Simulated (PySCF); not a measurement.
Species: CH6OSi.
Bonds: C1–Si2, Si2–O3. Hydrogens: H4, H5, H6 on C1; H7, H8 on Si2; H9 on O3.

The same species was optimised twice, with GFN2-xTB and with PBE0-D3(BJ)/def2-SVP (PySCF), and the same property calculations (PySCF, gas phase) were run on both structures.

```json
{"coordinate": "Si2–O3 (Å)", "GFN2-xTB": "1.629", "PBE0-D3(BJ)/def2-SVP": "1.671", "change": "+0.042"}
{"coordinate": "Si2–H7 (Å)", "GFN2-xTB": "1.456", "PBE0-D3(BJ)/def2-SVP": "1.490", "change": "+0.034"}
{"coordinate": "Si2–H8 (Å)", "GFN2-xTB": "1.467", "PBE0-D3(BJ)/def2-SVP": "1.500", "change": "+0.033"}
{"coordinate": "C1–Si2 (Å)", "GFN2-xTB": "1.899", "PBE0-D3(BJ)/def2-SVP": "1.873", "change": "-0.026"}
{"coordinate": "C1–H4 (Å)", "GFN2-xTB": "1.085", "PBE0-D3(BJ)/def2-SVP": "1.102", "change": "+0.017"}
{"coordinate": "C1–H5 (Å)", "GFN2-xTB": "1.087", "PBE0-D3(BJ)/def2-SVP": "1.101", "change": "+0.014"}
{"coordinate": "C1–H6 (Å)", "GFN2-xTB": "1.088", "PBE0-D3(BJ)/def2-SVP": "1.102", "change": "+0.014"}
{"coordinate": "O3–H9 (Å)", "GFN2-xTB": "0.953", "PBE0-D3(BJ)/def2-SVP": "0.961", "change": "+0.008"}
{"coordinate": "Si2–O3–H9 (°)", "GFN2-xTB": "122.2", "PBE0-D3(BJ)/def2-SVP": "116.6", "change": "-5.6"}
{"coordinate": "O3–Si2–H7 (°)", "GFN2-xTB": "101.2", "PBE0-D3(BJ)/def2-SVP": "105.2", "change": "+4.0"}
{"coordinate": "H7–Si2–H8 (°)", "GFN2-xTB": "112.9", "PBE0-D3(BJ)/def2-SVP": "109.3", "change": "-3.6"}
{"coordinate": "C1–Si2–H7 (°)", "GFN2-xTB": "112.4", "PBE0-D3(BJ)/def2-SVP": "110.3", "change": "-2.1"}
{"coordinate": "C1–Si2–O3 (°)", "GFN2-xTB": "111.7", "PBE0-D3(BJ)/def2-SVP": "112.5", "change": "+0.8"}
{"coordinate": "Si2–C1–H4 (°)", "GFN2-xTB": "111.1", "PBE0-D3(BJ)/def2-SVP": "110.3", "change": "-0.8"}
{"coordinate": "H5–C1–H6 (°)", "GFN2-xTB": "107.4", "PBE0-D3(BJ)/def2-SVP": "108.1", "change": "+0.7"}
{"coordinate": "O3–Si2–H8 (°)", "GFN2-xTB": "110.0", "PBE0-D3(BJ)/def2-SVP": "110.6", "change": "+0.6"}
```

Rotational constants: A = 19587, B = 6518, C = 5401 MHz (GFN2-xTB) against A = 19466, B = 6395, C = 5338 MHz (PBE0-D3(BJ)/def2-SVP).

On the GFN2-xTB structure: lowest singlet, TDDFT (eV) 7.21 [PBE0/def2-SVPD]; lowest triplet, Tamm–Dancoff (eV) 6.90 [PBE0/def2-SVPD]; isotropic polarisability (au) 43.9 [PBE0/def2-SVPD]; HOMO (eV) -8.42 [PBE0/def2-SVPD]; LUMO (eV) 0.25 [PBE0/def2-SVPD]; dipole (D) 1.67 [PBE0/def2-SVPD]; C1s of C1 (eV) 290.22 [delta-SCF UKS SCAN, pcX-2 on the ionised atom, pcseg-1 elsewhere, spin-free X2C]; Si1s of Si2 (eV) 1846.98 [delta-SCF UKS SCAN, pcX-2 on the ionised atom, pcseg-1 elsewhere, spin-free X2C]; Si2p of Si2 (eV) 107.30 [delta-SCF UKS SCAN, pcX-2 on the ionised atom, pcseg-1 elsewhere, spin-free X2C]; O1s of O3 (eV) 538.51 [delta-SCF UKS SCAN, pcX-2 on the ionised atom, pcseg-1 elsewhere, spin-free X2C].

Q: What do these properties become on the PBE0-D3(BJ)/def2-SVP structure?

A: 
```csv
property,level,on GFN2-xTB,on PBE0-D3(BJ)/def2-SVP,change
"lowest singlet, TDDFT (eV)",PBE0/def2-SVPD,7.21,7.17,-0.04
"lowest triplet, Tamm–Dancoff (eV)",PBE0/def2-SVPD,6.90,6.84,-0.06
isotropic polarisability (au),PBE0/def2-SVPD,43.9,44.9,+1.0
HOMO (eV),PBE0/def2-SVPD,-8.42,-8.46,-0.04
LUMO (eV),PBE0/def2-SVPD,0.25,0.17,-0.08
dipole (D),PBE0/def2-SVPD,1.67,1.72,+0.05
"energy, GFN2-xTB geometry as zero (kcal/mol)",PBE0/def2-SVPD,0.0,-2.2,-2.2
C1s of C1 (eV),"delta-SCF UKS SCAN, pcX-2 on the ionised atom, pcseg-1 elsewhere, spin-free X2C",290.22,290.37,+0.15
Si1s of Si2 (eV),"delta-SCF UKS SCAN, pcX-2 on the ionised atom, pcseg-1 elsewhere, spin-free X2C",1846.98,1847.14,+0.16
Si2p of Si2 (eV),"delta-SCF UKS SCAN, pcX-2 on the ionised atom, pcseg-1 elsewhere, spin-free X2C",107.30,107.45,+0.15
O1s of O3 (eV),"delta-SCF UKS SCAN, pcX-2 on the ionised atom, pcseg-1 elsewhere, spin-free X2C",538.51,538.52,+0.01
```

The heavy atoms differ by 0.021 Å rms after alignment. Among all bonds Si2–O3 changes most (+0.042 Å). Changes are differences of the printed values. Neither structure is proved a minimum here.

Conformer computed: `[CH3:1][SiH2:2][OH:3]`: H–O3–Si2–C1 67°.
